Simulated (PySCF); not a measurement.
Core-level binding energies of `CC#P`

C₂H₃P.
Geometry (PBE0-D3(BJ)/def2-SVP, Å), atoms numbered from 1 in this order:
```
atom  x, y, z in Å
C1    -0.622   -0.073    0.012
C2     0.831   -0.050   -0.003
P3     2.378   -0.022   -0.023
H4    -1.018   -0.577   -0.885
H5    -1.001   -0.610    0.897
H6    -1.034    0.950    0.035
```

Method used: delta-SCF UKS SCAN, pcX-2 on the ionised atom, pcseg-1 elsewhere, spin-free X2C (PySCF 2.14.0). Each binding energy is the total energy of the core-ionised species, with the hole localised on one atom, minus that of the ground state; both are solved self-consistently, so orbital relaxation is included.

Q: What binding energy does each computed site have?

A: 
```json
{"atom(s)": "P3", "environment": "phosphorus bonded to C", "level": "P 2p3/2", "binding energy (eV)": "136.29", "2p1/2 (eV)": "137.17", "above the level's lowest (eV)": "0.00", "count": "1"}
{"atom(s)": "C2", "environment": "triply bonded carbon", "level": "C 1s", "binding energy (eV)": "290.79", "2p1/2 (eV)": "–", "above the level's lowest (eV)": "0.00", "count": "1"}
{"atom(s)": "C1", "environment": "methyl carbon", "level": "C 1s", "binding energy (eV)": "291.67", "2p1/2 (eV)": "–", "above the level's lowest (eV)": "+0.88", "count": "1"}
{"atom(s)": "P3", "environment": "phosphorus bonded to C", "level": "P 1s", "binding energy (eV)": "2149.78", "2p1/2 (eV)": "–", "above the level's lowest (eV)": "0.00", "count": "1"}
```

Lowest listed C 1s: C2, bonded to C and P (triple bond). Highest, 0.88 eV above it: C1, bonded to C and 3 H.

Q: Which photon energy gives electrons from C 1s of C1 a kinetic energy of 100 eV, and what is their de Broglie wavelength?

A: hν = 291.67 + 100 = 391.67 eV, recoil neglected; λ = 12.264 Å/√(E/eV) = 1.23 Å.

The unrestricted hole states depart most from a pure doublet (⟨S²⟩ = 0.75; over 0.85 named) for C 1s of C2 (1.00), which makes this value less certain. Spin–orbit coupling isn't in the SCF: each 2p doublet comes from a relaxed spin-free hole plus a matrix of the shell (mean-field spin–orbit coupling and the ground-state 2p splitting), with 2p3/2 averaged over its two sublevels. 2p1/2 minus 2p3/2 (ligand field included): P 0.89 eV. Geometry: PBE0-D3(BJ)/def2-SVP; no solvent, vibrations or thermal averaging.

The run took 9.0 s of wall time on one thread, Arm Neoverse V1 (aarch64), no GPU, shared host, and the process peaked at 0.47 GiB of memory.
